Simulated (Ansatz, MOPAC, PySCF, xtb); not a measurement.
Dissociation curve of LiH, singlet.

Methods: RCCSD(T) = Ansatz (a first-principles code) with CCSD(T) on RHF/cc-pVTZ, frozen core; GFN1-xTB (xtb); UKS-PBE0 = unrestricted PBE0/cc-pVTZ run with PySCF; PM3, restricted, heats of formation (MOPAC); UKS-B3LYP/6-31G* = unrestricted B3LYP/6-31G*, spherical d in PySCF 2.14.0.

Energies are in kcal/mol, each relative to the lowest point of its own curve near equilibrium.

| R / Å | RCCSD(T) | GFN1-xTB | UKS-PBE0 | PM3 | UKS-B3LYP/6-31G* |
|---|---|---|---|---|---|
| 1.21 | 19.2 | 6.2 | 18.4 | 9.1 | 20.6 |
| 1.28 | 11.9 | 2.7 | 11.2 | 5.7 | 12.9 |
| 1.34 | 7.3 | 1.0 | 6.8 | 3.4 | 8.1 |
| 1.46 | 1.9 | 0.0 | 1.7 | 0.5 | 2.3 |
| 1.52 | 0.6 | 0.3 | 0.5 | 0.0 | 0.8 |
| 1.53 | 0.5 | 0.4 | 0.4 | 0.0 | 0.7 |
| 1.60 | 0.0 | 1.3 | 0.0 | 0.3 | 0.0 |
| 1.64 | 0.1 | 2.0 | 0.1 | 0.8 | 0.0 |
| 1.69 | 0.4 | 3.0 | 0.6 | 1.7 | 0.3 |
| 1.75 | 1.2 | 4.4 | 1.4 | 3.1 | 1.0 |
| 1.84 | 3.0 | 6.9 | 3.3 | 5.9 | 2.7 |
| 1.99 | 6.9 | 11.9 | 7.4 | 11.7 | 6.7 |
| 2.12 | 11.0 | 16.7 | 11.6 | 17.3 | 10.9 |
| 2.42 | 21.0 | 28.5 | 22.1 | 31.5 | 21.4 |
| 2.65 | 28.4 | 37.9 | 30.0 | 42.7 | 29.5 |
| 2.87 | 34.9 | 47.2 | 36.5 | 53.1 | 36.2 |
| 3.17 | 42.3 | 59.9 | 42.7 | 66.1 | 42.9 |
| 3.52 | 48.6 | 74.1 | 47.4 | 79.1 | 48.1 |
| 3.96 | 53.1 | 89.9 | 50.7 | 92.1 | 52.2 |
| 4.34 | 54.9 | 100.7 | 52.0 | 100.6 | 54.3 |
| 4.72 | 55.7 | — | 52.4 | 107.3 | 55.6 |
| 5.60 | 56.3 | — | 52.6 | 117.5 | 56.7 |
| 6.36 | 56.4 | — | 52.6 | 122.9 | 56.8 |

At the longest distance, 6.36 Å, PM3 lies highest above its minimum (122.9 kcal/mol) and UKS-PBE0 lowest (52.6 kcal/mol).

A dash means that the run gave no value there, or that the column was ended at a point which the program doubted or which failed a test of continuity chosen for this set; such a test can also cut sound points.

With two correlated electrons CCSD is exact in the basis where it finds the lowest root (RCCSD(T)). The unrestricted determinant behind UKS-PBE0, UKS-B3LYP/6-31G* is spin-contaminated at 2.87 to 6.36 Å (<S²> up to 1.0, against 0.00 for a pure singlet). The restricted form behind PM3 keeps the bonding electrons paired and can't separate into open-shell fragments.
